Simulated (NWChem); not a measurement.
System: acetylene (C₂H₂); SMILES C#C

All runs: NWChem. The geometry was optimised at PBE0-D3(BJ)/def2-TZVP.

Problem. Predict the results for CAM-B3LYP/def2-TZVPP. Quantities: highest occupied level (eV); orbital gap (eV).

Solution. 
```json
{
  "highest occupied level (eV)": "-9.85",
  "orbital gap (eV)": "11.82"
}
```
